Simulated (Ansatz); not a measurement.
# Relaxing Bi

Method: Ansatz 0.2.0, DFT PBEsol, scalar-relativistic, plane waves, PAW. Cutoff 420 eV, Γ-centred k mesh, Gaussian smearing, no spin polarisation in the final step.

The start is a database structure of Bi, space group I4/mcm (No. 140).

```xyz
4
Lattice="-4.4497 4.4497 2.0656 4.4497 -4.4497 2.0656 4.4497 4.4497 -2.0656" Properties=species:S:1:pos:R:3 pbc="T T T"
Bi   -1.2963    3.1535    2.0656
Bi    5.7460    1.2963    0.0000
Bi    1.2963    3.1535    0.0000
Bi    3.1535    1.2963    2.0656
```

Steps on the 12×12×12 mesh (4 atoms). 7 of 8 steps are shown, and the free energy counts from the last. Trial steps that were taken back and renewals of the plane-wave basis can be among the rows.

| step | ΔF (meV/atom) | V (Å³/atom) | P (GPa) | largest force component (eV/Å) |
| --- | --- | --- | --- | --- |
| 1 | 13.4 | 40.90 | -1.89 | 0.090 |
| 2 | 3.1 | 38.28 | 0.86 | 0.076 |
| 3 | 0.9 | 38.97 | -0.08 | 0.013 |
| 4 | 0.4 | 38.86 | -0.09 | 0.038 |
| 5 | -0.1 | 38.52 | -0.05 | 0.036 |
| 6 | -0.4 | 38.35 | 0.05 | 0.002 |
| 8 | 0.0 | 38.40 | 0.00 | 0.000 |

A final relaxation ran on a 12×12×12 mesh. The relaxed crystal, I4/mcm (No. 140):

```
Bi
1.0
    -4.30526    4.30526    2.07196
     4.30526   -4.30526    2.07196
     4.30526    4.30526   -2.07196
Bi
4
Direct
  0.35284 0.85284 0.20569
  0.64716 0.14716 0.79431
  0.85284 0.64716 0.50000
  0.14716 0.35284 0.50000
```

| Item | Value |
| --- | --- |
| Volume per atom | 38.40 Å³ |
| Density | 9.04 g/cm³ |
| Energy over the standard structure | 0.20 eV/atom |
| Gap on the 12×12×12 mesh | 0 eV (a metal) |

Energies count from the standard state of Bi at the same level.

The final run used a 12×12×12 mesh on its 4-atom cell and 0.10 eV smearing. For metals, differences of a few meV/atom aren't resolved. Spin–orbit coupling is left out.

Symmetry constrained the relaxation, so the result can be a saddle point.